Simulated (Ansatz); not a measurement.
```yaml
crystal:
  periodic: [false, false, false]
  atoms:
    - {symbol: F, position_ang: [-1.014721, -1.090409, 1.357082]}
    - {symbol: C, position_ang: [-0.399215, -0.424857, 0.437887]}
    - {symbol: C, position_ang: [0.006810, -0.151337, -0.725567]}
    - {symbol: F, position_ang: [0.156931, -0.301775, -1.999002]}
    - {symbol: N, position_ang: [0.798921, 0.466595, 0.380796]}
    - {symbol: H, position_ang: [-1.014721, -0.790409, 1.357082]}
basis:
  gaussian: {orbitals: cc-pVDZ}
total_charge: 1
magnetization: {spin_polarized: true, initial_magnetization: 1}
hamiltonian: {xc: {name: B97}}
output: {forces: true}
```

```sh
$ ansatz run in.yaml --threads 2 --pin off --events-out ev --progress --plain --max-ram 4352MiB
```

Output, abridged:

```
Functional definition: B97
698 factors; integrals over basis functions are off by at most 1.1e-3 eV
mean field evaluation 1: about -8875.9328 eV, gradient 6.1e1 eV
mean field evaluation 2: about -8871.2504 eV, gradient 7.3e1 eV
mean field evaluation 4: about -8885.9511 eV, gradient 1.1e1 eV
mean field evaluation 8: about -8886.6918 eV, gradient 8.0e-1 eV
mean field evaluation 16: about -8886.6969 eV, gradient 3.2e-3 eV
mean field -8886.69693933 eV, -326.5800889008 hartree, gradient 8.3e-5 eV, S^2 0.767391; 0 other end points of the search recorded, 0 dependent functions left out
reference -8886.69695072 eV, -326.5800893195 hartree; 19, 18 occupied and 56, 57 virtual orbitals, 698 factors
Total energy: -8886.69695072 eV, -326.5800893195 hartree
Atom 0 at    -1.014721    -1.090409     1.357082 Å, force     1.971854  -881.338094    -2.463607 eV/Å
Atom 1 at    -0.399215    -0.424857     0.437887 Å, force     6.715262     5.060332    -7.952799 eV/Å
Atom 2 at     0.006810    -0.151337    -0.725567 Å, force     2.787360     0.371701    -4.504604 eV/Å
Atom 3 at     0.156931    -0.301775    -1.999002 Å, force    -0.509502     0.316601     2.021763 eV/Å
Atom 4 at     0.798921     0.466595     0.380796 Å, force    -1.675300    -1.420117    -0.829516 eV/Å
Atom 5 at    -1.014721    -0.790409     1.357082 Å, force    -9.289674   877.009576    13.728763 eV/Å
Dipole moment:    -0.488384    -0.338843     0.418668 e Å
```

In this input one atom was put on top of another. Self-consistency was reached. The result belongs to that input, not to the molecule as meant.
